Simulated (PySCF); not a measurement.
## Basis and Hamiltonian dependence of the ionisation energy of Ar

Ar [Ar] (1S) → Ar⁺ [Ne] 3s2 3p5 (2P). All values are computed (PySCF 2.14, energy differences of UHF-based or UKS calculations, no spin-orbit coupling). Values in eV.

```tsv
basis	Hamiltonian	functions	UHF	r2SCAN	PBE0	MP2 (valence)	CCSD(T) (valence)	CCSD(T) (valence and next inner shell)
6-31G*	non-relativistic	18	14.659	15.839	n/a	15.342	15.223	n/a
x2c-SVPall	spin-free X2C	18	14.589	15.781	n/a	15.325	15.180	n/a
aug-cc-pV(D+d)Z	non-relativistic	32	14.674	15.877	15.799	15.664	15.517	n/a
cc-pV(T+d)Z	non-relativistic	39	14.571	n/a	15.720	15.683	15.541	n/a
aug-cc-pVTZ-DK	spin-free X2C	50	14.548	15.760	15.708	15.724	15.597	n/a
x2c-TZVPPall with one added diffuse shell each of s, p, d type	spin-free X2C	51	14.553	15.758	15.713	15.697	15.562	15.567
aug-cc-pV(T+d)Z	non-relativistic	55	14.563	15.773	15.725	15.745	15.610	n/a
x2c-QZVPPall	spin-free X2C	70	14.530	15.742	15.692	15.800	15.692	15.696
aug-cc-pV(T+d)Z with one added diffuse shell each of s, p, d, f type	non-relativistic	71	14.560	15.771	15.722	15.744	15.609	n/a
aug-cc-pCVTZ-DK	spin-free X2C	75	14.539	15.751	15.703	15.727	15.594	15.606
def2-QZVPPD	non-relativistic	79	14.549	15.751	15.712	15.820	15.711	15.717
dyall-acv3z	non-relativistic	113	14.549	15.754	15.713	15.738	15.603	n/a
aug-cc-pwCVQZ	non-relativistic	134	14.546	15.749	15.710	15.852	n/a	n/a
aug-cc-pV(5+d)Z	non-relativistic	136	14.548	15.759	15.712	15.894	15.778	n/a
```

Frozen in the all-electron rows: valence: [Ne]; valence and next inner shell: 1s2.

Reference for a calculation without spin-orbit coupling: 15.819 eV (measured, between term centres; NIST).
